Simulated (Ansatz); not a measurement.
Predict the output of the script below (Ansatz 0.2.0 through its Python package).

The script reads `bh3ssi.xyz`:
```text
6

B    -0.81210   -0.90860   -0.13650
Si    0.43050    0.62220    0.19940
S     0.95010   -1.28870    0.36250
H    -1.65960   -1.08580   -0.91240
H     0.92100    1.27280   -1.04140
H     0.21220    1.32400    1.48210
```

`md_bh3ssi.py`:
```python
"""A short Born-Oppenheimer trajectory of BH3SSi."""

import ansatz as az
import numpy as np

SETTINGS = {
    "basis": "def2-SVP",
    "functional": "b3lyp",
    "n_steps": 40,
    "temperature_k": 800,
}

system = az.Crystal.molecule_from_extxyz("bh3ssi.xyz")

base = (
    system.calculation()
    .basis(gaussian=SETTINGS["basis"])
    .functional(SETTINGS["functional"])
)
symbols = [site.symbol for site in system.cartesian_sites]
start = np.array([site.position_ang for site in system.cartesian_sites], dtype=float)
data = base.relax(force_tolerance=0.02, max_steps=100).run(threads=1).report
end = np.array(data["positions_ang"])
minimum = az.Crystal.molecule()
for symbol, place in zip(symbols, end):
    minimum = minimum.atom(symbol, place.tolist())

# dynamics from the relaxed geometry
base = (
    minimum.calculation()
    .basis(gaussian=SETTINGS["basis"])
    .functional(SETTINGS["functional"])
    .md("nvt_langevin", timestep=0.5, steps=SETTINGS["n_steps"], temperature=SETTINGS["temperature_k"], initial_velocities="maxwell_boltzmann", seed=61, friction=0.01)
)
frames = []
done = base.session().plan().execute(on_event=lambda e: frames.append(e["data"]) if e["event"] == "md_step" else None)
print("t (fs)   E_pot (eV)      E_kin (eV)   T (K)   d(0-1) (A)")
for f in frames[::3]:
    xyz = np.array(f["positions_ang"])
    print(f"{f['time_fs']:6.2f} {f['lagrangian_ev']:14.5f} {f['e_kin_ev']:10.5f} {f['temperature_k']:8.1f} {np.linalg.norm(xyz[0] - xyz[1]):9.4f}")
print("mean temperature", round(float(np.mean([f["temperature_k"] for f in frames])), 1), "K")
```

```console
$ python md_bh3ssi.py
t (fs)   E_pot (eV)      E_kin (eV)   T (K)   d(0-1) (A)
  0.00   -19432.80894    0.51704    666.7    1.9422
  1.50   -19432.73236    0.50209    647.4    1.9478
  3.00   -19432.60126    0.40736    525.2    1.9528
  4.50   -19432.60230    0.41487    534.9    1.9562
  6.00   -19432.63555    0.47040    606.5    1.9586
  7.50   -19432.55642    0.35561    458.5    1.9594
  9.00   -19432.42643    0.21781    280.8    1.9597
 10.50   -19432.37005    0.19709    254.1    1.9619
 12.00   -19432.41790    0.29910    385.7    1.9664
 13.50   -19432.51834    0.41737    538.2    1.9707
 15.00   -19432.57952    0.53814    693.9    1.9699
 16.50   -19432.53228    0.49239    634.9    1.9644
 18.00   -19432.46976    0.46887    604.6    1.9567
 19.50   -19432.55473    0.55592    716.8    1.9460
mean temperature 545.0 K
```

Caveats:
- Total energies depend on the basis set; only differences at equal settings carry meaning.
- The trajectory is only some femtoseconds long, so its temperature is not equilibrated; where the script doesn't relax first, it starts from a rough generated geometry.
- b3lyp holds the VWN-RPA fit, as in Gaussian; the form of ORCA and Turbomole is b3lyp5.
- The printed temperature counts all 3N degrees of freedom under Langevin dynamics, so the first row lies under the target.
- Run time: 75 s on 1 thread of Arm Neoverse V2, with other jobs on the host, peak memory 0.21 GiB.
